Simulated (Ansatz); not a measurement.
C$_{2}$H$_{2}$FNO. Total charge 0; spin multiplicity 1. The bonds changed during the relaxation, so this is another structure than the one it started from.

Cartesian coordinates in Å:
```
O 1.424 -0.650 0.494
C 0.682 0.369 0.190
C -0.670 -0.139 -0.201
F -0.885 -1.453 -0.175
N -1.601 0.623 -0.549
H 2.300 -0.328 0.747
H -1.249 1.579 -0.506
```

What are the harmonic wavenumbers in cm⁻¹ at PBE0-D4/def2-TZVP (Ansatz, finite differences of forces, unscaled)? (An estimate is asked.)

The calculation gave: 48, 272, 502, 528, 663, 856, 875, 952, 1067, 1303, 1363, 1428, 1753, 3512, 3763.

Is this a minimum?

Yes, all 15 modes are real.

Give the ideal-gas thermochemistry at 298.15 K and 1 bar (rigid rotor, harmonic oscillator; point group Cs, symmetry number 1).

Zero-point energy 112.9 kJ/mol; H(298) − E = 128.3 kJ/mol; entropy 304.0 J/(mol·K), of which translation 162.7, rotation 105.1, vibration 36.2; G(298) − E = 37.7 kJ/mol. Modes under 100 cm⁻¹ are hindered rotations or soft bends, so the harmonic entropy is rough.
